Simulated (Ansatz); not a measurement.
Geometry optimisation, Ansatz 0.2.0, RKS PBE0-D4/def2-SVP.

Input file:

```yaml
crystal:
  periodic: [false, false, false]
  atoms:
    - { symbol: Al, position_ang: [0.0, 0.0, 0.0] }
    - { symbol: "N", position_ang: [1.379, 0.0, 1.6102] }
    - { symbol: H, position_ang: [0.502, -0.2713, 2.1402] }
    - { symbol: H, position_ang: [2.256, 0.2713, 2.1402] }
    - { symbol: H, position_ang: [1.7491, 0.0, 0.1958] }
    - { symbol: F, position_ang: [-1.4635, 0.0, -0.845] }
basis:
  gaussian: { orbitals: def2-SVP }
hamiltonian:
  xc: pbe0
  dispersion: d4
relax:
  f_tol: 0.15
  max_steps: 25
  restrain:
    - { distance: [1, 4], at: 1.06, k: 30.0 }
    - { distance: [0, 1], at: 3.12, k: 30.0 }
    - { distance: [0, 4], at: 2.76, k: 30.0 }
```

Run as:

```bash
$ ansatz run input.yaml --threads 1 --pin off --max-ram 2048MiB --backend cpu --events-out ev --progress --plain --runs-dir out
```

Task: Where does it end, and by what steps?

Result: The forces met the threshold. The restraints hold the end off the free minimum; the threshold counts their pulls, which the force column leaves out. Restrained pairs: N2–H5 (1.46 → 1.04 Å), Al1–N2 (2.12 → 3.11 Å), Al1–H5 (1.76 → 2.77 Å). After 24 steps the energy has fallen by 3.935 eV (the restraints' own energy left out); Al1 moved furthest, 1.43 Å.

```json
{"step": "0", "energy less start (eV)": "0.0000", "largest force component (eV/Å)": "1.733", "accepted": "yes"}
{"step": "1", "energy less start (eV)": "-0.0564", "largest force component (eV/Å)": "4.812", "accepted": "yes"}
{"step": "2", "energy less start (eV)": "-0.1306", "largest force component (eV/Å)": "10.765", "accepted": "yes"}
{"step": "3", "energy less start (eV)": "-1.7945", "largest force component (eV/Å)": "7.907", "accepted": "yes"}
{"step": "4", "energy less start (eV)": "-3.0562", "largest force component (eV/Å)": "2.441", "accepted": "yes"}
{"step": "5", "energy less start (eV)": "-3.3689", "largest force component (eV/Å)": "0.963", "accepted": "yes"}
{"step": "6", "energy less start (eV)": "-3.4339", "largest force component (eV/Å)": "0.671", "accepted": "yes"}
{"step": "7", "energy less start (eV)": "-3.4618", "largest force component (eV/Å)": "0.787", "accepted": "yes"}
{"step": "8", "energy less start (eV)": "-3.5027", "largest force component (eV/Å)": "0.977", "accepted": "yes"}
{"step": "9", "energy less start (eV)": "-3.6034", "largest force component (eV/Å)": "0.855", "accepted": "yes"}
{"step": "10", "energy less start (eV)": "-3.7045", "largest force component (eV/Å)": "0.888", "accepted": "yes"}
{"step": "11", "energy less start (eV)": "-3.7451", "largest force component (eV/Å)": "0.876", "accepted": "yes"}
{"step": "12", "energy less start (eV)": "-3.7389", "largest force component (eV/Å)": "1.037", "accepted": "no"}
{"step": "13", "energy less start (eV)": "-3.7671", "largest force component (eV/Å)": "0.748", "accepted": "yes"}
{"step": "14", "energy less start (eV)": "-3.7784", "largest force component (eV/Å)": "1.013", "accepted": "yes"}
{"step": "15", "energy less start (eV)": "-3.7811", "largest force component (eV/Å)": "1.112", "accepted": "yes"}
{"step": "16", "energy less start (eV)": "-3.7864", "largest force component (eV/Å)": "1.076", "accepted": "yes"}
{"step": "17", "energy less start (eV)": "-3.8178", "largest force component (eV/Å)": "1.134", "accepted": "yes"}
{"step": "18", "energy less start (eV)": "-3.8487", "largest force component (eV/Å)": "0.918", "accepted": "yes"}
{"step": "19", "energy less start (eV)": "-3.8902", "largest force component (eV/Å)": "0.909", "accepted": "yes"}
{"step": "20", "energy less start (eV)": "-3.9247", "largest force component (eV/Å)": "0.622", "accepted": "yes"}
{"step": "21", "energy less start (eV)": "-3.9265", "largest force component (eV/Å)": "0.652", "accepted": "yes"}
{"step": "22", "energy less start (eV)": "-3.9041", "largest force component (eV/Å)": "0.792", "accepted": "no"}
{"step": "23", "energy less start (eV)": "-3.9307", "largest force component (eV/Å)": "0.550", "accepted": "yes"}
{"step": "24", "energy less start (eV)": "-3.9346", "largest force component (eV/Å)": "0.711", "accepted": "yes"}
```

```xyz
6
Properties=species:S:1:pos:R:3
Al -0.390 -1.057 -0.875
N 1.277 -0.152 1.583
H 0.925 -0.074 2.536
H 2.267 0.084 1.607
H 0.797 0.575 1.019
F -0.453 0.623 -0.629
```

Run time: 20 s on 1 thread of Intel(R) Xeon(R) 6975P-C (Granite Rapids) (shared host), peak memory 0.15 GiB.
